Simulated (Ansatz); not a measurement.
Process, species as SMILES: ClCCl → [CH2]Cl (CH2-Cl) + Cl atom
B3LYP-D3(BJ)/def2-TZVP geometries, fixed; electronic energies without zero-point terms.

Effect of a fitting basis named in the input at HF/def2-TZVPP with Ansatz (a program for electronic structure), against the last row, where the bond dissociation energy is 48.50 kcal/mol. Open shells are unrestricted. The default fits or decomposes integrals by the program's own choice; accuracy: high also tightens integrals, grids and stops.

| setting | largest shift of a total energy (mEh) | shift of the bond dissociation energy (kcal/mol) |
|---|---|---|
| fitting: def2-SV(P)-JKFIT | 0.096 | -0.033 |
| fitting: def2-universal-JKFIT | 0.096 | -0.033 |
| fitting: cc-pVTZ-JKFIT | 0.093 | -0.022 |
| fitting: cc-pVQZ-JKFIT | 0.036 | -0.008 |
| fitting: cc-pV5Z-JKFIT | 0.034 | -0.005 |
| accuracy: high | -0.006 | 0.000 |
| accuracy: medium (default) | 0.000 | 0.000 |

Within 0.02 kcal/mol in the bond dissociation energy: fitting: cc-pVQZ-JKFIT; fitting: cc-pV5Z-JKFIT; accuracy: high. The largest shift is 0.096 mEh in a total energy and 0.033 kcal/mol in the difference.
